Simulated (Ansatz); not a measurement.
Question: Name a neutral molecule of C, N and H with LUMO energy (B3LYP/def2-TZVPP) between 0.30 and 0.60 eV and size of the dipole moment (PBE/def2-TZVPP) between 0.80 and 1.10 D (Ansatz, PBE0-D4/def2-TZVP geometry).

Answer: `C#CC(C)(N)N` (0.52 eV, 1.00 D); `C1=CNC1` (0.40 eV, 1.04 D). Other molecules can fit too; these were computed, each in one conformer that needn't be the lowest.

B3LYP here is the variant with VWN-RPA as its local correlation; programs differ in this.
